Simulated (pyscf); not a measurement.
H₃Ge–GeH₃ (SMILES [GeH3][GeH3]) + CH₃• (SMILES [CH3]) -> GeH₂ (SMILES [GeH2]) [singlet] + GeH₃• (SMILES [GeH3]) + CH₄ (SMILES C), gas phase, doublet surface. Structures and frequencies: ωB97X-D3(BJ)/def2-SVP in PySCF. MP2 and CC: frozen core, UHF for open shells. ΔMP2 is the change of the MP2 total energy from the triple- to the quadruple-zeta basis. ΔG in kcal/mol from CCSD(T)/def2-TZVPP + ΔMP2(QZVPP) energies (ideal gas, 1 atm, RRHO with modes under 100 cm⁻¹ raised to 100, one conformer, R ln 2 for chiral ones without a mode under 150 cm⁻¹).

```tsv
T (K)	ΔG
298	+17.5
600	?
900	-1.3
1200	-9.8
```

Fit a line to the three values, predict ΔG at 600 K, and estimate where the reaction turns favourable at 1 atm of each gas.

Least squares gives ΔG = +26.4 − 30.4 × T/1000 K, so ΔS is about +127 J/(mol K) and ΔH about +26.4 kcal/mol over this range (ΔH at 298 K: +27.6). At 600 K the line gives +8.2; the computed value is +7.7. ΔG = 0 falls near 870 K; 1 kcal/mol in the energy moves that by 33 K. This is thermodynamics alone and says nothing of the barrier. The CCSD(T) − MP2 part came from Ansatz, without density fitting, on the same reference. The frozen core leaves the outer d or s,p core shells of the metals and heavy elements correlated in the MP2 and CC values, and def2-TZVPP describes them poorly, which can shift differences by a few kcal/mol. Elements up to Kr have no core potential and no relativistic terms here.
